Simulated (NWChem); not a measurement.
**One shape, several levels: CH2Cl2 (dichloromethane)**

We compute a comparison of 6 runs (HF/def2-SVP, HF/aug-cc-pVDZ, B3LYP/STO-3G, SVWN5/aug-cc-pVDZ, MP2/aug-cc-pVDZ, CCSD(T)/aug-cc-pVDZ) of CH2Cl2 (dichloromethane). 

The results are computed with NWChem 7.3.0.

1 further run of the same task is left out (set aside as unsound or not needed). Runs told in other sessions of the task aren't counted.

## 1. Starting point

CH2Cl2 has 5 atoms, charge 0, and is taken as a singlet. As SMILES, `ClCCl`. Geometry: relaxed at PBE0-D4/def2-TZVP.

Bond lengths: Cl1–C2 1.762 Å, C2–Cl3 1.762 Å, C2–H4 1.086 Å, C2–H5 1.086 Å. Angles: Cl1–C2–Cl3 112.9°, Cl1–C2–H4 108.1°, Cl1–C2–H5 108.1°, Cl3–C2–H4 108.1°, Cl3–C2–H5 108.1°, H4–C2–H5 111.4°.

## 2. Energy and forces at HF/def2-SVP (run 1)

Input file ch2cl2.xyz:

```xyz
5
CH2Cl2 hf
Cl     1.630750    -0.338670     0.265360
C     -0.101090    -0.082670     0.062890
Cl    -0.474220     1.284450    -0.984760
H     -0.525010    -0.976700    -0.384090
H     -0.530410     0.113600     1.040610
```

Input file run.py:

```python
from ase.io import read
from ase.calculators.nwchem import NWChem

atoms = read('ch2cl2.xyz')

calc = NWChem(
    label='ch2cl2',
    theory='scf',
    memory='2200 mb',
    basis='def2-SVP',
    basispar='spherical bse',
    scf={'nopen': '0', 'rhf': None, 'thresh': '1e-08', 'maxiter': '80'},
)
atoms.calc = calc

forces = atoms.get_forces()
print("Total energy (eV):", round(atoms.get_potential_energy(), 6))
print("forces (eV/A):")
for s, f in zip(atoms.symbols, forces):
    print(f"{s:2s} {f[0]:10.5f} {f[1]:10.5f} {f[2]:10.5f}")
print("dipole (e A):", atoms.get_dipole_moment().round(4))
```

Command:

```sh
export ASE_NWCHEM_COMMAND="nwchem PREFIX.nwi > PREFIX.nwo"
python run.py
```

Output:

```text
Total energy (eV): -26060.255168
forces (eV/A):
Cl    0.19525   -0.03389    0.02674
C    -0.19787   -0.16193    0.12285
Cl   -0.04844    0.15396   -0.11796
H     0.02509    0.11421    0.10598
H     0.02597   -0.07230   -0.13755
dipole (e A): [-0.2777 -0.2271  0.1727]
```

The calculator wrote ch2cl2.nwi:

```
title "ch2cl2"

permanent_dir ch2cl2

scratch_dir ch2cl2

start ch2cl2

geometry units angstrom nocenter noautosym noautoz
  Cl 1.6307499999999999e+00 -3.3867000000000003e-01 2.6535999999999998e-01
  C  -1.0109000000000000e-01 -8.2669999999999993e-02 6.2890000000000001e-02
  Cl -4.7421999999999997e-01 1.2844500000000001e+00 -9.8475999999999997e-01
  H  -5.2500999999999998e-01 -9.7670000000000001e-01 -3.8408999999999999e-01
  H  -5.3041000000000005e-01 1.1360000000000001e-01 1.0406100000000000e+00
end

memory 2200 mb

basis spherical bse noprint
   * library def2-SVP
end

scf
  nopen 0
  rhf
  thresh 1e-08
  maxiter 80
end

task scf gradient
```

ch2cl2.nwo:

```text
Northwest Computational Chemistry Package (NWChem) 7.3.0
             --------------------------------------------------------

           Job information
           ---------------

    nwchem branch   = 7.3.0
    use scalapack   = T
    input           = ch2cl2.nwi
    prefix          = ch2cl2.
    data base       = ch2cl2/ch2cl2.db
    status          = startup
    nproc           =        1

           Memory information
           ------------------

    heap     =     72089596 doubles =      550.0 Mbytes
    stack    =     72089601 doubles =      550.0 Mbytes
    global   =    144179200 doubles =     1100.0 Mbytes (distinct from heap & stack)
    total    =    288358397 doubles =     2200.0 Mbytes
    verify   = yes
    hardfail = no

           Directory information
           ---------------------

  0 permanent = ch2cl2
  0 scratch   = ch2cl2

                                NWChem Input Module
                                -------------------

                                      ch2cl2
                                      ------

[... 115 lines left out ...]
 Convergence threshold     :          1.000E-08
[... 12 lines left out ...]
       Final RHF  results
[... 3 lines left out ...]
      One-electron energy =  -1590.779344276075
[... 1 line left out ...]
 Nuclear repulsion energy =    134.840221609248
[... 39 lines left out ...]
                       ROHF Final Molecular Orbital Analysis
[... 185 lines left out ...]
     1   1 0 0     -0.524722      0.000000     34.013273
[... 8 lines of this table left out ...]
     2   0 0 2    -23.560736      0.000000     67.625189

                              NWChem Gradients Module
                              -----------------------

                                      ch2cl2

  wavefunction    =   RHF

                         RHF ENERGY GRADIENTS

    atom               coordinates                        gradient
                 x          y          z           x          y          z
   1 Cl      3.081671  -0.639994   0.501458   -0.003797   0.000659  -0.000520
   2 C      -0.191032  -0.156224   0.118845    0.003848   0.003149  -0.002389
   3 Cl     -0.896146   2.427259  -1.860927    0.000942  -0.002994   0.002294
   4 H      -0.992125  -1.845695  -0.725825   -0.000488  -0.002221  -0.002061
   5 H      -1.002330   0.214673   1.966468   -0.000505   0.001406   0.002675

                 ----------------------------------------
                 |  Time  |  1-e(secs)   |  2-e(secs)   |
                 ----------------------------------------
                 |  CPU   |       0.00   |       0.69   |
                 ----------------------------------------
                 |  WALL  |       0.00   |       0.69   |
                 ----------------------------------------

 Task  times  cpu:        3.9s     wall:        3.9s
 Total times  cpu:        3.9s     wall:        3.9s
```

Wall time 5.1 s (1 thread of Intel Xeon at 2.60GHz (Ice Lake), shared host); peak memory 0.1 GiB.

## 3. Energy and forces at HF/aug-cc-pVDZ (run 2)

Input file job.xyz:

```xyz
5

Cl     1.630750    -0.338670     0.265360
C     -0.101090    -0.082670     0.062890
Cl    -0.474220     1.284450    -0.984760
H     -0.525010    -0.976700    -0.384090
H     -0.530410     0.113600     1.040610
```

Input file job.nw:

```
START job
memory total 2200 mb

GEOMETRY noautosym nocenter noautoz
   load job.xyz
END

BASIS spherical bse
   Cl library aug-cc-pVDZ
   C library aug-cc-pVDZ
   H library aug-cc-pVDZ
END

SCF
   thresh 1e-08
   maxiter 80
END

TASK scf gradient
```

Command:

```sh
nwchem job.nw > job.out
```

Output:

```text
[...]
  functions       =    95
[...]
  wavefunction    = RHF
[...]
         Total SCF energy =   -958.039446302230
      One-electron energy =  -1590.975382288253
      Two-electron energy =    498.095714376775
 Nuclear repulsion energy =    134.840221609248
        Time for solution =     50.3s
[...]
                         RHF ENERGY GRADIENTS
    atom               coordinates                        gradient
                 x          y          z           x          y          z
   1 Cl      3.081671  -0.639994   0.501458   -0.006354   0.000430  -0.000354
   2 C      -0.191032  -0.156224   0.118845    0.009021   0.007379  -0.005606
   3 Cl     -0.896146   2.427259  -1.860927    0.000728  -0.005030   0.003852
   4 H      -0.992125  -1.845695  -0.725825   -0.001690  -0.003177  -0.001280
   5 H      -1.002330   0.214673   1.966468   -0.001706   0.000398   0.003389
[...]
```

Wall time 66 s (1 thread of Intel Xeon at 2.60GHz (Ice Lake), shared host); peak memory 0.099 GiB.

Runs 3 to 5 aren't shown in full; the table further down has their settings and results.

## 4. A single-point energy at CCSD(T)/aug-cc-pVDZ (run 6)

Input file geom.nw:

```
start geom
memory 2200 mb
charge 0
geometry noautosym nocenter noautoz
Cl     1.630750    -0.338670     0.265360
C     -0.101090    -0.082670     0.062890
Cl    -0.474220     1.284450    -0.984760
H     -0.525010    -0.976700    -0.384090
H     -0.530410     0.113600     1.040610
end
basis spherical bse
* library aug-cc-pVDZ
end
scf
thresh 1e-08
maxiter 80
end
ccsd
freeze core 11
maxiter 60
end
task ccsd(t) energy
```

Command:

```sh
nwchem geom.nw > geom.out
```

Output:

```text
[...]
  functions       =    95
[...]
  wavefunction    = RHF
[...]
         Total SCF energy =   -958.039446302199
      One-electron energy =  -1590.975382288235
      Two-electron energy =    498.095714376788
 Nuclear repulsion energy =    134.840221609248
        Time for solution =     49.9s
[...]
 Total MP2 energy:           -958.483446633930612
[...]
             energy      energy      error      ampl     ampl      Block
                                                time     time      time
[...]
 Total CCSD energy:           -958.517875673046433
[...]
 Total CCSD+T(CCSD) energy:           -958.533467117489863
[...]
 Total CCSD(T) energy:                -958.533041850290147
[...]
```

Run time: 3.7 min. Hardware: 1 thread of Intel Xeon at 2.60GHz (Ice Lake), shared host; peak memory 0.25 GiB.

## 5. All runs side by side

```
run                level  iteration cap   module  energy (Eh)  largest force (eV/Å)  wall time
  1          HF/def2-SVP             80      scf  -957.696721                 0.284      5.1 s
  2       HF/aug-cc-pVDZ             80      scf  -958.039446                 0.665       66 s
  3         B3LYP/STO-3G            100      dft  -949.186280                 2.396      4.5 s
  4    SVWN5/aug-cc-pVDZ            100      dft  -956.380384                 0.648       41 s
  5      MP2/aug-cc-pVDZ             80      mp2  -958.483447                 0.532    2.2 min
  6  CCSD(T)/aug-cc-pVDZ             80  ccsd(t)  -958.533042                     –    3.7 min
```

## 6. Outcome

| quantity | value |
| --- | --- |
| run 6: total energy | -958.53304 Eh |
| run 6: HOMO energy (Hartree–Fock orbitals) | -12.15 eV |
| run 6: LUMO energy (Hartree–Fock orbitals) | 0.96 eV |
| run 6: HOMO–LUMO gap (Hartree–Fock orbitals) | 13.11 eV |
| run 6: correlation energy (11 core orbitals frozen) | -493.6 mEh |
| run 6: (T) correction | -15.17 mEh |

**Reading.** Below the HF energy at the same shape and in the same basis (aug-cc-pVDZ): MP2 -444.0 mEh; CCSD(T) -493.6 mEh. Over runs 1, 2, 5 the dipole moment (its size) runs from 1.66 D (MP2/aug-cc-pVDZ) to 1.91 D (HF/def2-SVP). The two ends differ in method and basis. Totals of different functionals can't be ranked against each other. In run 3 the basis is minimal, so the values are rough. All runs together took 7.8 min, the longest 3.7 min.
